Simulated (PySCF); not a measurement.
Species: oxalyl dichloride, C2Cl2O2.
Bonds: O1–C2 (double), C2–Cl3, C2–C4, C4–O5 (double), C4–Cl6.

Computed by this run: PBE0-D3(BJ)/def2-SVP geometry optimisation, gas phase (PySCF 2.14.0); density fitting, grid level 1; the optimiser is geomeTRIC in internal coordinates, started from a GFN2-xTB structure with every atom displaced at random (about 0.01 Å).

Geometry at step 0:
```
atom  x, y, z in Å
O1     -0.9084    1.3642   -0.5089
C2     -0.7000    0.2840   -0.1481
Cl3    -1.9364   -0.9072    0.1340
C4      0.7283   -0.2857    0.1359
O5      0.9273   -1.3954    0.4968
Cl6     1.9133    0.9101   -0.1544
```

Problem. What forces act on the atoms?

Solution. 
| atom | Fx (eV/Å) | Fy (eV/Å) | Fz (eV/Å) |
| --- | --- | --- | --- |
| O1 | -0.453 | 2.252 | -0.734 |
| C2 | 0.663 | -2.071 | 0.680 |
| Cl3 | -0.133 | -0.216 | 0.068 |
| C4 | -0.914 | -0.571 | 0.113 |
| O5 | 0.162 | 0.195 | -0.049 |
| Cl6 | 0.675 | 0.411 | -0.078 |

The largest, 2.41 eV/Å, acts on O1; the rms over all components is 0.848 eV/Å. The forces sum to zero within rounding, as they must for an isolated molecule in no field.

Problem. Give the force on O1 in Eh/bohr and in nN.

Solution. 2.412 eV/Å ÷ 51.422 = 0.04690 Eh/bohr, and 2.412 eV/Å × 1.602 = 3.86 nN.

Problem. How far is this geometry from the end of the optimisation?

Solution. 0.047 eV above it, and 0.027 Å rms away after alignment. The bonds farthest from their final lengths, with half the difference of the two atoms' forces along the bond (positive lengthens):

```json
{"bond": "C4–Cl6", "now (Å)": "1.708", "final (Å)": "1.745", "force along bond (eV/Å)": "+0.91"}
{"bond": "O1=C2", "now (Å)": "1.158", "final (Å)": "1.180", "force along bond (eV/Å)": "+2.34"}
{"bond": "C2–C4", "now (Å)": "1.564", "final (Å)": "1.549", "force along bond (eV/Å)": "-1.05"}
{"bond": "C2–Cl3", "now (Å)": "1.740", "final (Å)": "1.744", "force along bond (eV/Å)": "-0.40"}
{"bond": "C4=O5", "now (Å)": "1.184", "final (Å)": "1.180", "force along bond (eV/Å)": "-0.29"}
```

The angle farthest from its final value is O5–C4–Cl6, 126.3° against 124.2°.

Of the 3 listed bonds off by 0.010 Å or more, this force points towards the final length in 3.

The cost below is that of the whole optimisation. On one thread of an Arm Neoverse V2, no GPU, on a shared host, this took 23 s wall and 0.37 GiB of memory at its peak.
